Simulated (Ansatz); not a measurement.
**Worked example: the step energy**

An elementary step of CH$_{7}$ClSi, singlet (CH₆Si ([CH3][SiH3]) + HCl → SiH₃Cl ([SiH3][Cl]) + CH₄; Si–C, H–Cl broken or loosened, Si–Cl, C–H formed or tightened). “Start” and “end” are the PBE0-D4/def2-TZVP structures reached by relaxing down either side of its saddle point, with the molecules still in contact.

Computed with Ansatz 0.2.0 (basis: def2-TZVPP and def2-QZVPP); correlated methods freeze the cores.

Energies in eV:

| quantity | end | start |
| --- | --- | --- |
| Hartree–Fock, triple zeta (X = 3) | -21509.56060 | -21508.39663 |
| Hartree–Fock, quadruple zeta (X = 4) | -21510.22519 | -21509.05767 |
| MP2 correlation, X = 3 | -14.15583 | -14.32033 |
| MP2 correlation, X = 4 | -15.29225 | -15.43590 |
| CCSD(T) correlation, X = 3 | -16.25827 | -16.46456 |

Work out the step energy at the basis limit: extrapolate Hartree–Fock as E(X) = E∞ + A exp(−7.88 √X) and the MP2 correlation as E(X) = E∞ + B X^−2.97 (the exponents that Neese and Valeev fitted for def2-TZVPP and QZVPP), then add CCSD(T) − MP2 in triple zeta.

Each step is linear, so take the differences first (end − start): Hartree–Fock -1.16397 (X = 3) and -1.16752 (X = 4); MP2 correlation 0.16450 and 0.14365; CCSD(T) correlation 0.20629.
Two points give E∞ = E(4) + w [E(4) − E(3)], with w = 1/(exp(7.88 (2 − √3)) − 1) = 0.1377 for Hartree–Fock and w = 1/((4/3)^2.97 − 1) = 0.7407 for the correlation.
Hartree–Fock: -1.16752 + 0.1377 × (-0.00355) = -1.1680 eV.
MP2 correlation: 0.14365 + 0.7407 × (-0.02085) = 0.1282 eV.
CCSD(T) − MP2: 0.20629 − 0.16450 = 0.0418 eV.
Sum: -1.1680 + 0.1282 + 0.0418 = -0.9980 eV, or -23.01 kcal/mol. Plain CCSD(T) in triple zeta gives -0.9577 eV, so the larger basis shifts the result by -0.0403 eV.

No T1 diagnostic of these runs exceeds 0.011.

Labels in which every atom is bracketed show which atoms are joined, not bond orders.

For scale, one of the runs: CCSD(T)/def2-TZVPP, 213 basis functions (an equivalent command: `ansatz run in.yaml --threads 4`). Hardware: 4 CPU threads, shared host. Wall time 40 s; peak host memory 2.8 GiB.
